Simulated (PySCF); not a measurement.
Isomers of C5H10. Level of theory: PySCF 2.14.0, PBE0-D3(BJ)/def2-TZVP geometry optimisation, gas phase. One conformer each; no zero-point energy, no entropy. No frequencies were run at this level. Point groups hold within 0.08 Å.

Task: Rank from lowest to highest electronic energy at this level (kcal/mol).
A. `[CH3:1]/[CH:2]=[CH:3]/[CH2:4][CH3:5]` with C2–C3–C4–C5 -119° (trans-2-pentene)
B. `[CH2:1]1[CH2:2][CH2:3][CH2:4][CH2:5]1` with C5–C1–C2–C3 -38°, C1–C2–C3–C4 20°, C2–C3–C4–C5 5°, C3–C4–C5–C1 -29° (cyclopentane)
C. `[CH2:1]=[C:2]([CH3:3])[CH2:4][CH3:5]` with C1–C2–C4–C5 115°

Result: B (0.0), C (14.7), A (15.0).

As drawn, the highest has a C=C bond outside aromatic rings, which the lowest lacks. Neighbours under 2.5 kcal/mol apart (C=C(C)CC and C/C=C/CC) can change places with a better method, another conformer or zero-point energy.

```json
{"SMILES": "C1CCCC1", "E (Eh)": "-196.39003", "E rel (kcal/mol)": "0.0", "dipole (D)": "0.02", "point group": "near Cs", "A, B, C (MHz)": "6566, 6560, 3796"}
{"SMILES": "C=C(C)CC", "E (Eh)": "-196.36654", "E rel (kcal/mol)": "14.7", "dipole (D)": "0.57", "point group": "C1", "A, B, C (MHz)": "7314, 3787, 2876"}
{"SMILES": "C/C=C/CC", "E (Eh)": "-196.36613", "E rel (kcal/mol)": "15.0", "dipole (D)": "0.04", "point group": "C1", "A, B, C (MHz)": "17324, 2113, 2054"}
```

Task: How do the relative energies change in single points at PBE0/pcSseg-2 (no added dispersion term) on the same geometries?

Result: 
```tsv
SMILES	PBE0-D3(BJ)/def2-TZVP (kcal/mol)	PBE0/pcSseg-2 (kcal/mol)	shift
C1CCCC1	0.0	0.0	0.0
C=C(C)CC	14.7	14.4	-0.3
C/C=C/CC	15.0	14.1	-0.9
```

Each column counts from its own lowest isomer. The lowest isomer stays, but the order above it changes; the largest shift is 0.9 kcal/mol.
